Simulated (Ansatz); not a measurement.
# How far each method lies from UCCSDT(Q) for Ge–AsH2⁺, triplet

Geometry: that of the Ge–AsH2, quartet, kept fixed.

```yaml
atoms:
  - { symbol: Ge, position_ang: [0.0238, 0.0000, 1.3085] }
  - { symbol: As, position_ang: [-0.0491, 0.0000, -1.2267] }
  - { symbol: H, position_ang: [0.9651, 1.0935, -1.5596] }
  - { symbol: H, position_ang: [0.9651, -1.0935, -1.5596] }
```

Basis cc-pVTZ; Ansatz 0.2.0. Correlated methods freeze the noble-gas cores and the filled d shells of p-block atoms, which leaves 10 electrons in 86 orbitals. R marks a restricted (for open shells ROHF) determinant, U an unrestricted one. Active spaces: valence = (10e, 10o) chosen from the atoms' valence shells. No spin–orbit coupling is included, and no scalar relativity.

Full CI isn't at hand for all of this; UCCSDT(Q) serves as the reference, and is uncertain by about the last step of the cluster series. The frozen core follows each run's orbitals, which can shift R against U totals by a few meV for light atoms and by up to 0.1 eV past Ca.

The UHF ⟨S²⟩ is 2.060. The T1 diagnostic (RCCSD) is 0.0267 and the largest doubles amplitude (RCCSD) is 0.062. The T1 diagnostic (UCCSD) is 0.0229.

```tsv
level	E − E(UCCSDT(Q)) (meV)	wall time
UHF	6108	–
UMP2	1276	–
UCCSD	280	–
UCCSD(T)	52	11 s (H100)
UCCSDT	11	–
```

Run but not shown, since their state, orbitals or frozen core can't be matched to the reference's or they repeat it: RHF, RMP2, RCCSD, RCCSD(T), BCCD(T), RCCSDT, RCCSDT(Q), CASSCF (valence space), NEVPT2 (valence space), MRCISD (valence space), MRCISD+Q (valence space).

Times hold each run's SCF and search for its determinant on a shared host, so for small cases they say little of a method's own cost. Some runs computed forces too.

Natural occupations of CASSCF (valence space) about the gap: 1.970 1.964 1.936 1.001 1.000 0.047 0.036 0.031 0.027; effectively unpaired electrons, Σ n²(2−n)², 2.04.
